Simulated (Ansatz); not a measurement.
# PSi2: the cost of one run

Program: Ansatz 0.2.0, Gaussian basis. Level of theory: def2-TZVPP, core rule «outside noble gas», up to 15 orbitals frozen. These are calculated values, not measurements.

To be run: UHF; ROHF; CCSD(T) on UHF.

2 further runs of the same task are left out: 2 set aside as unsound or not needed.

## Step 1: The geometry

The geometry is a PBE0/def2-TZVP stationary point (not a proven minimum).

3 atoms, charge 0, spin multiplicity 2.

Atoms are counted from 1 here; the program's logs count them from 0.

Bond lengths: Si1–P2 2.098 Å, P2–Si3 2.098 Å. Angles: Si1–P2–Si3 117.5°.

## Step 2: UHF

in.yaml

```yaml
crystal:
  periodic: [false, false, false]
  atoms:
    - {symbol: Si, position_ang: [0.000000, -0.386578, 1.794001]}
    - {symbol: P, position_ang: [0.000000, 0.701061, 0.000000]}
    - {symbol: Si, position_ang: [0.000000, -0.386578, -1.794001]}
basis:
  gaussian: {orbitals: def2-TZVPP}
magnetization: {spin_polarized: true, initial_magnetization: 1}
hamiltonian: {xc: hf}
output: {orbitals: {seedname: orbitals}}
```

Command:

```
$ ansatz run in.yaml --threads 1 --pin off --events-out ev --progress --plain --max-ram 4096MiB --backend cpu
```

**Question.** How long does this run take on 1 thread of AMD EPYC 7R13, shared host, and how much memory does it need?

About 20 s, with a peak of 0.41 GiB.
